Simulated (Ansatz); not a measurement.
methanol (SMILES CO) moved off its minimum; all values from Ansatz (an electronic-structure program), cores frozen in correlated methods.
(charge 0, multiplicity 1)
```xyz
6

C     -0.63133     0.19783     0.22565
O      0.71457    -0.18898    -0.27556
H     -0.76051     0.08028     1.25773
H     -1.36950    -0.46887    -0.35037
H     -0.80234     1.24802    -0.20687
H      1.30459     0.25693     0.21180
```

```
level                largest force (eV/Å)  on atom  rms difference from CCSD(T)/aug-cc-pVTZ (eV/Å)  dipole (D)
-------------------  --------------------  -------  ----------------------------------------------  ----------
HF/def2-TZVPP                        5.39       C1                                           0.527        1.95
PBE/def2-TZVPP                       5.99       O2                                           0.176        1.69
r2SCAN/def2-TZVPP                    5.68       O2                                           0.045        1.74
B3LYP/def2-TZVPP                     5.61       O2                                           0.050        1.79
wB97M-V/def2-TZVPP                   5.68       O2                                           0.093        1.79
MP2/aug-cc-pVTZ                      5.81       O2                                           0.065        1.80
CCSD(T)/aug-cc-pVTZ                  5.71       O2                                           0.000        1.79
```

The differences count from one level among others, with limits of its own. Forces at CCSD(T)/aug-cc-pVTZ (eV/Å):

| atom | Fx | Fy | Fz |
|---|---|---|---|
| C1 | 0.259 | 0.330 | -4.701 |
| O2 | -4.736 | -2.547 | -1.913 |
| H3 | -0.018 | 0.037 | 1.558 |
| H4 | 1.113 | 0.798 | 1.013 |
| H5 | -0.077 | -1.216 | 1.236 |
| H6 | 3.459 | 2.598 | 2.807 |
